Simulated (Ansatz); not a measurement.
Density of states of NbB$_{2}$ (P6/mmm, a = 3.102 Å, b = 3.102 Å, c = 3.323 Å, α = 90.00°, β = 90.00°, γ = 120.00°), in states per eV and primitive cell, averaged over bins of 0.5 eV. All numbers below come from Ansatz, DFT r2SCAN, scalar-relativistic, plane waves, PAW.

Plane waves to 500 eV, a k mesh through Γ of 18×18×14 on the computed 3-atom cell and Gaussian smearing (0.10 eV); no spin polarisation.

The cell is relaxed at this level. The states (both spins) are summed by tetrahedra on a 27×27×21 mesh at the self-consistent density. Energies are bin centres; the table starts no lower than −8 eV and ends at 6 eV, or lower where the solved bands end.

It is a metal at this level.

```tsv
E − E_F (eV)	total	Nb 4d	B 2p	B 2s	Nb 5s
-7.80	0.61	0.14	0.35	0.07	0.02
-7.30	0.74	0.17	0.45	0.06	0.03
-6.80	1.13	0.25	0.76	0.05	0.03
-6.30	1.16	0.32	0.74	0.05	0.02
-5.80	1.17	0.37	0.71	0.04	0.02
-5.30	1.79	0.66	1.03	0.03	0.03
-4.80	2.20	0.87	1.22	0.03	0.02
-4.30	1.77	0.80	0.90	0.02	0.01
-3.80	1.13	0.65	0.44	0.01	0.01
-3.30	0.76	0.52	0.22	0.00	0.00
-2.80	0.52	0.38	0.14	0.00	0.00
-2.30	0.27	0.21	0.06	0.00	0.00
-1.80	0.21	0.16	0.04	0.00	0.00
-1.30	0.44	0.34	0.10	0.00	0.00
-0.80	0.60	0.47	0.13	0.00	0.00
-0.30	0.77	0.57	0.17	0.01	0.00
0.20	1.13	0.82	0.26	0.02	0.00
0.70	1.31	0.92	0.29	0.05	0.01
1.20	1.33	0.97	0.27	0.05	0.01
1.70	1.40	1.04	0.27	0.05	0.01
2.20	1.70	1.27	0.32	0.06	0.01
2.70	2.13	1.55	0.43	0.10	0.01
3.20	1.45	0.97	0.32	0.12	0.01
3.70	1.14	0.63	0.28	0.17	0.02
4.20	0.79	0.40	0.24	0.10	0.03
4.70	0.85	0.35	0.29	0.12	0.04
5.20	1.33	0.48	0.48	0.26	0.04
5.70	1.38	0.37	0.63	0.24	0.03
```

The columns after the total are the main Löwdin projections on the occupied valence shells of the potentials; 2 others are left out. The rest of the total lies in those, in shells that are empty in the free atom, which aren't projected, and between the atoms.

Cost: 1 run of about 0.94 core-minutes, on Arm Neoverse V1 (shared hosts).